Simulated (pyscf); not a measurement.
•HC=CH–Br (SMILES [CH]=CBr) → H₂C=C•–Br (SMILES C=[C]Br), a hydrogen shift (doublet surface; C–H broken, C–H formed). PySCF, gas phase, ωB97X-D3(BJ)/def2-SVP geometries. Correlated levels are frozen-core, on RHF or UHF. ΔMP2 is the change of the MP2 total energy from the triple- to the quadruple-zeta basis. Energies in eV from the reactant's lowest minimum found.

Small-basis levels: PySCF, no dispersion term, spherical d functions. AM1 to PM7: differences of heats of formation from MOPAC. Open shells are spin-unrestricted. 

```csv
level,barrier,reaction energy
HF/3-21G,3.17,+0.05
HF/6-31G*+LANL2DZ,___,+0.05
B3LYP/3-21G,2.23,-0.05
B3LYP/6-31G*+LANL2DZ,___,-0.02
B3LYP/6-311+G**+LANL2DZ,1.92,-0.04
PBE/def2-SVP,1.71,-0.16
B3LYP/def2-SVP,1.92,-0.14
PM6,2.33,-0.04
PM7,2.52,-0.05
CCSD(T)/def2-TZVPP + ΔMP2(QZVPP),___,-0.10
```

Q: What belongs in the gaps?

A: 
- HF/6-31G*+LANL2DZ, barrier: 2.89
- B3LYP/6-31G*+LANL2DZ, barrier: 2.01
- CCSD(T)/def2-TZVPP + ΔMP2(QZVPP), barrier: 1.97

Against the last row the barrier runs from -0.26 (PBE/def2-SVP) to +1.20 eV (HF/3-21G). CCSD(T)/def2-TZVPP + ΔMP2(QZVPP) has limits of its own. The same reactants have a lower exit, to HC≡CH + Br• (highest point, the separated products, at +0.32 eV at ωB97M-D3(BJ), against +1.96 eV here). This is the saddle that the search found; another between the same sides may lie lower. The CCSD(T) − MP2 part came from Ansatz, without density fitting, on the same reference. A UHF reference is spin-contaminated (<S²> up to 0.98), which harms MP2 most. The frozen core leaves the outer d or s,p core shells of the metals and heavy elements correlated in the MP2 and CC values, and def2-TZVPP describes them poorly, which can shift differences by a few kcal/mol. In the def2 sets elements up to Kr have no core potential.
